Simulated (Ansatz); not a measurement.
System: zinc-blende CdTe. Method: r²SCAN (Ansatz, a program for electronic structure, plane waves, PAW).

Total energies, extrapolated to zero smearing (they compare only within this program, potentials and cutoff; free atoms with spin allowed, lowest state found):

```csv
system,energy (eV/atom)
"zinc-blende CdTe, relaxed",-7632.0712
free Cd atom,-8267.1120
free Te atom,-6992.5534
```

Q: Work out the cohesive energy per atom.

A: E_coh = [1 × (-8267.1120) + 1 × (-6992.5534)]/2 − (-7632.0712) = 2.24 eV/atom. The reference value is 2.23 eV/atom (measured, zero-point energy (9/8 kB θD) added and atomic spin-orbit splittings removed, spin-orbit-averaged atoms, sources range from 2.09 to 2.23; as tabulated in Albrecht et al. (1997), arXiv:cond-mat/9706128), not set against a level without spin–orbit coupling.

Spin–orbit coupling, which matters for such heavy atoms, is left out.

The PAW data were made under PBE.
